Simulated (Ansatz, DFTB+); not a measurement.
**How methods differ on CH5P (SMILES C=[PH3])**

CH5P has 7 atoms, charge 0, and is taken as a singlet. As SMILES, `C=[PH3]`. The shape is that of a GFN2-xTB optimisation.

Quantity: the electronic atomisation energy, in eV. The values are calculated. Electronic energies at fixed atoms, without zero-point motion or spin-orbit coupling.

```csv
level,kind,program,value (eV),CPU time (all runs)
DFTB2,semi-empirical,DFTB+,22.05,under 2 s
HF/STO-3G,Hartree–Fock,Ansatz,17.44,0.14 s
revPBE/STO-3G,GGA,Ansatz,24.90,1.6 s
r2SCAN/STO-3G,meta-GGA,Ansatz,24.86,4.1 s
B3LYP/STO-3G,global hybrid,Ansatz,25.01,1.5 s
PBE0/STO-3G,global hybrid,Ansatz,24.76,1.4 s
wB97M-V/STO-3G,range-separated hybrid,Ansatz,25.68,20 s
RPA@PBE/STO-3G,RPA,Ansatz,20.66,2.1 s
MP2/STO-3G,perturbation theory,Ansatz,19.74,0.16 s
CCSD/STO-3G,coupled cluster or CI,Ansatz,20.44,0.23 s
```

The values span 17.44 to 25.68 eV. All rows use very small basis sets, so none should be taken for the real molecule's value. In so small a basis fixed costs decide the times, and correlated methods can beat functionals. Times are those of the runs behind each value, whatever else they computed, on shared processors of several kinds: orders of magnitude only.
